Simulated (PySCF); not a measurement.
## Working out the ionisation energy of C

C [He] 2s2 2p2 (3P) → C+ [He] 2s2 2p1 (2P). Computed with PySCF 2.14 in def2-TZVP, with the non-relativistic Hamiltonian (point nucleus). Frozen: 1s2. Energies in hartree (1 hartree = 27.21139 eV):

```csv
part,C (lower),C+ (upper)
UHF,-37.692479,-37.295541
CCSD correlation,-0.086520,-0.073893
(T),-0.002031,-0.001137
```

Task: What does Hartree-Fock give?

Result: (-37.295541) − (-37.692479) = 0.396938 hartree = 10.801 eV.

Task: What do CCSD and CCSD(T) give?

Result: The CCSD correlation energies differ by 0.012627 hartree = 0.344 eV and the triples by 0.000894 hartree = 0.024 eV, so CCSD gives 11.145 eV and CCSD(T) 11.169 eV.

Measured between the centres of the two terms (NIST): 11.262 eV, so CCSD(T) (valence) is off by -0.093 eV.

What remains against the reference includes basis incompleteness, the frozen core and higher excitations.
